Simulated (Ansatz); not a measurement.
What does this script print? It uses Ansatz's Python interface.

Script `composite.py`:
```python
"""A composite energy for C2H3O(+): DFT geometry, MP2 basis limit, coupled-cluster correction."""

import ansatz as az
import numpy as np

BASIS_SET = "def2-SVP"
XC = "r2scan"
CHARGE = 1

GEOMETRY = """
C    -0.29761    0.28488   -0.17813
C     0.61313   -0.58869    0.36750
O     1.35192   -1.29538    0.80938
H    -0.08562    0.45379   -1.24479
H    -1.32036   -0.11173   -0.09038
H    -0.26146    1.25713    0.33642
"""


def main() -> None:
    system = az.Crystal.molecule()
    for line in GEOMETRY.strip().splitlines():
        symbol, *xyz = line.split()
        system = system.atom(symbol, [float(v) for v in xyz])

    calculation = (
        system.calculation()
        .basis(gaussian=BASIS_SET)
        .functional(XC)
        .charge(CHARGE)
    )
    symbols = [site.symbol for site in system.cartesian_sites]
    start = np.array([site.position_ang for site in system.cartesian_sites], dtype=float)
    rep = calculation.relax(force_tolerance=0.01).run(threads=1).report
    end = np.array(rep["positions_ang"])
    print("final positions (A) and the move of each atom")
    for symbol, xyz, old in zip(symbols, end, start):
        print(f"{symbol:2s} {xyz[0]:10.5f} {xyz[1]:10.5f} {xyz[2]:10.5f}   {np.linalg.norm(xyz - old):7.4f}")

    minimum = az.Crystal.molecule()
    for symbol, place in zip(symbols, end):
        minimum = minimum.atom(symbol, place.tolist())
    at_minimum = minimum.calculation().charge(CHARGE)
    # MP2 extrapolated to the basis limit, plus the small-basis difference CCSD(T) - MP2
    level = lambda method, basis: at_minimum.basis(gaussian=basis).correlation(method).run(threads=1).report
    small, large, cluster = level("mp2", "cc-pVDZ"), level("mp2", "cc-pVTZ"), level("ccsd_t", "cc-pVDZ")
    corr = lambda each: (each["free_energy_ev"] - each["reference_energy_ev"]) / 27.211386246
    mp2_limit = (27 * corr(large) - 8 * corr(small)) / 19
    pieces = {"HF / cc-pVTZ": large["reference_energy_ev"] / 27.211386246, "MP2 correlation, DZ-TZ limit": mp2_limit, "CCSD(T) - MP2 / cc-pVDZ": corr(cluster) - corr(small)}
    for name, value in pieces.items():
        print(f"{name:32s} {value:14.6f} Ha")
    print(f"{'sum':32s} {sum(pieces.values()):14.6f} Ha")
    print("T1 diagnostic", round(cluster["correlation"]["coupled_cluster"]["t1_diagnostic"], 4))


if __name__ == "__main__":
    main()
```

```console
$ python composite.py
final positions (A) and the move of each atom
C    -0.31981    0.30654   -0.19148    0.0338
C     0.61862   -0.59353    0.37059    0.0079
O     1.36215   -1.30579    0.81564    0.0159
H    -0.07400    0.44998   -1.26183    0.0210
H    -1.33328   -0.12700   -0.08404    0.0210
H    -0.25368    1.26979    0.35112    0.0209
HF / cc-pVTZ                        -152.115549 Ha
MP2 correlation, DZ-TZ limit          -0.575362 Ha
CCSD(T) - MP2 / cc-pVDZ               -0.033612 Ha
sum                                 -152.724523 Ha
T1 diagnostic 0.0168
```

Total energies depend on the basis set; only differences at equal settings carry meaning. The sum leaves out core correlation, relativity, the Hartree-Fock basis error and zero-point energy; a DZ-TZ extrapolation is rough. Inner cores stay frozen, so this is valence correlation. An extrapolation from small basis sets is rough. Timing: 11 s on 1 thread of Arm Neoverse V1 (shared host), peak memory 0.24 GiB.
